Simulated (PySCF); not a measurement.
Start geometry of 1-chloropropane (`CCCCl`) from GFN2-xTB (Å):
```
atom  x, y, z in Å
C1    -1.2738   -0.0336    0.4070
C2    -0.0175   -0.5058   -0.3165
C3     1.1287    0.4652   -0.0896
Cl4    2.6007   -0.0856   -0.9358
H5    -1.0948    0.0397    1.4773
H6    -2.0874   -0.7347    0.2417
H7    -1.5815    0.9434    0.0416
H8     0.2693   -1.4941    0.0471
H9    -0.2149   -0.5865   -1.3868
H10    1.3829    0.5390    0.9680
H11    0.8936    1.4558   -0.4799
```

What comes out of this run: PBE0-D3(BJ)/def2-TZVP geometry optimisation, gas phase (PySCF)?

```
atom  x, y, z in Å
C1    -1.2383   -0.0776    0.4858
C2     0.0105   -0.5388   -0.2489
C3     1.0818    0.5261   -0.2276
Cl4    2.5548    0.0016   -1.0894
H5    -1.0222    0.1526    1.5324
H6    -2.0077   -0.8515    0.4688
H7    -1.6612    0.8205    0.0281
H8     0.4057   -1.4501    0.2082
H9    -0.2271   -0.7858   -1.2870
H10    1.3864    0.7664    0.7913
H11    0.7458    1.4414   -0.7157
```

The energy falls by 0.17 kcal/mol over 7 energy and gradient evaluations, the largest force component goes from 0.0064 to 2.5e-04 Eh/bohr, and the atoms move by 0.010 Å rms after alignment. The bond that changes most is C2–C3 (chain CH2 carbon to sp3 C–Cl carbon), which shortens by 0.009 Å. Bonds longer at the end by more than 0.005 Å: 2 of 10; shorter: 1. Rotational constants go from 25846, 2406, 2296 to 26188, 2394, 2287 MHz. The orientation of the end geometry is arbitrary; only internal coordinates are fixed.

The run used 172 basis functions and 43 SCF cycles in all. Time: 46 s wall; peak memory 0.74 GiB. Hardware: an Arm Neoverse V2 with one thread, shared host with 32 logical CPUs at a one-minute load of 22.

Stationary, but not proved a minimum. The numbers are those of one conformer.
